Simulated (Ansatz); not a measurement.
Density of states of SiO$_{2}$ (Im-3m, a = 9.885 Å, b = 9.885 Å, c = 9.885 Å, α = 90.00°, β = 90.00°, γ = 90.00°), in states per eV and primitive cell, averaged over bins of 0.4 eV. All numbers below come from DFT r2SCAN, scalar-relativistic, plane waves, PAW (Ansatz).

Cutoff 500 eV; k points 4×4×4 on the computed 24-atom cell (Γ-centred); Gaussian smearing, width 0.02 eV; no spin polarisation.

The cell is relaxed at this level. The states (both spins) are summed by tetrahedra on a 6×6×6 mesh at the self-consistent density. Energies are bin centres; the table starts no lower than −8 eV and ends at 6 eV, or lower where the solved bands end.

The gap is 6.27 eV at this level, with the zero inside it.

```
E − E_F (eV) total O 2p Si 3p O 2s Si 3s
       -6.95   5.00   3.62   0.73  0.50   0.06
       -6.55   9.73   8.11   0.89  0.53   0.04
       -6.15  15.27  13.05   1.29  0.60   0.02
       -5.75  11.48  10.59   0.54  0.09   0.01
       -5.35  22.94  21.31   0.97  0.15   0.01
       -4.95  16.75  15.77   0.51  0.13   0.01
       -4.55  48.82  46.15   1.27  0.55   0.03
       -4.15   0.73   0.70   0.02  0.00   0.00
       -3.75  11.25  10.90   0.17  0.03   0.00
       -3.35  14.19  13.99   0.06  0.03   0.00
       -2.95   3.83   3.81   0.00  0.00   0.00
       -2.55   0.00   0.00   0.00  0.00   0.00
       -2.15   0.00   0.00   0.00  0.00   0.00
       -1.75   0.00   0.00   0.00  0.00   0.00
       -1.35   0.00   0.00   0.00  0.00   0.00
       -0.95   0.00   0.00   0.00  0.00   0.00
       -0.55   0.00   0.00   0.00  0.00   0.00
       -0.15   0.00   0.00   0.00  0.00   0.00
        0.25   0.00   0.00   0.00  0.00   0.00
        0.65   0.00   0.00   0.00  0.00   0.00
        1.05   0.00   0.00   0.00  0.00   0.00
        1.45   0.00   0.00   0.00  0.00   0.00
        1.85   0.00   0.00   0.00  0.00   0.00
        2.25   0.00   0.00   0.00  0.00   0.00
        2.65   0.00   0.00   0.00  0.00   0.00
        3.05   0.08   0.00   0.00  0.01   0.03
        3.45   1.23   0.08   0.17  0.15   0.37
        3.85   3.38   0.38   0.84  0.39   0.77
        4.25   0.32   0.05   0.11  0.03   0.05
        4.65   3.44   0.23   1.24  0.35   0.33
        5.05   4.27   0.33   1.57  0.40   0.33
        5.45   4.93   0.24   1.63  0.53   0.60
```

The columns after the total are the Löwdin projections on the occupied valence shells of the potentials. The rest of the total lies in shells that are empty in the free atom, which aren't projected, and between the atoms.

This form isn't the usual stable structure of the compound.

Cost: 1 run of about 11 core-minutes, on Intel Xeon Processor @ 2.50GHz (Skylake/Cascade Lake) (shared hosts).